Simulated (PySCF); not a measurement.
# CH6N2: the cost of one run

Method: levels as typed in each script, gas phase, geometry from GFN2-xTB; program: PySCF 2.14.0.

## Step 1: The starting structure

SMILES `CNN`, 9 atoms, charge 0, spin multiplicity 1.

Bond lengths: C1–N2 1.452 Å, C1–H4 1.091 Å, C1–H5 1.097 Å, C1–H6 1.088 Å, N2–N3 1.465 Å, N2–H7 1.021 Å, N3–H8 1.019 Å, N3–H9 1.020 Å. Angles: N2–C1–H4 108.4°, N2–C1–H5 113.4°, N2–C1–H6 108.1°, H4–C1–H5 108.6°, H4–C1–H6 108.8°, H5–C1–H6 109.5°, C1–N2–N3 109.3°, C1–N2–H7 108.6°, N3–N2–H7 104.7°, N2–N3–H8 105.7°, N2–N3–H9 105.6°, H8–N3–H9 106.4°.

As a file:

```
C     1.1903   -0.2173    0.0375
N    -0.0202    0.5489   -0.1971
N    -1.1860   -0.2669    0.1508
H     1.2335   -1.0255   -0.6942
H     1.2417   -0.6527    1.0428
H     2.0429    0.4406   -0.1166
H    -0.0449    1.3287    0.4610
H    -1.9992    0.2945   -0.0971
H    -1.1727   -1.0554   -0.4965
```

## Step 2: Excited states (LC-wPBE/6-31+g*)

Input file input.py:

```python
import numpy as np
from pyscf import gto, scf, dft, tdscf
from pyscf.scf import atom_ks, atom_hf
from scipy.linalg import block_diag

def solve(mol, dm0=None, hcore=None):
    mf = (dft.UKS if mol.spin else dft.RKS)(mol, xc='lc_wpbe')
    mf.grids.level = 3
    mf = mf.density_fit(auxbasis='def2-universal-jkfit')
    mf.conv_tol, mf.max_cycle = 1e-8, 80
    if hcore is not None:
        mf.get_hcore = lambda *args: hcore
    mf.kernel(dm0)
    if not mf.converged:
        mf = mf.newton().run(mf.mo_coeff, mf.mo_occ, max_cycle=30)
    assert mf.converged, 'SCF not converged'
    return mf

mol = gto.M(atom='''
C      1.19026    -0.21734     0.03748
N     -0.02016     0.54891    -0.19707
N     -1.18595    -0.26692     0.15076
H      1.23347    -1.02555    -0.69418
H      1.24172    -0.65272     1.04278
H      2.04290     0.44058    -0.11661
H     -0.04495     1.32868     0.46097
H     -1.99923     0.29453    -0.09713
H     -1.17268    -1.05539    -0.49650
''', basis='6-31+g*', charge=0, spin=0, verbose=4)
mf = solve(mol)
td = mf.TDA()
td.nstates, td.singlet, td.conv_tol = 6, True, 1e-5
td.kernel()
td.analyze()
x, y = np.array([p[0] for p in td.xy]), np.array([p[1] + 0 * p[0] for p in td.xy])
f, mu = td.oscillator_strength(), td.transition_dipole()
nto = [td.get_nto(state=i + 1, verbose=4) for i in range(len(td.e))]
# spherically averaged free atoms, for the promolecule
atm = atom_ks.get_atm_nrks(mol, xc='lc_wpbe')
pro = block_diag(*[(atm[a[0]][2] * atm[a[0]][3]) @ atm[a[0]][2].T for a in mol._atom])
np.savez('result.npz', e=td.e, f=f, ok=td.converged, w=[n[0] for n in nto], nto=[n[1] for n in nto], x=x, y=y, c=mf.mo_coeff, occ=mf.mo_occ, eps=mf.mo_energy, pro=pro, mu=mu)
```

Run with:

```bash
$ OMP_NUM_THREADS=1 python input.py
```

Q: Estimate wall time and peak memory on 1 thread of Arm Neoverse V1, shared host.

About 60 s, with a peak of 0.42 GiB.
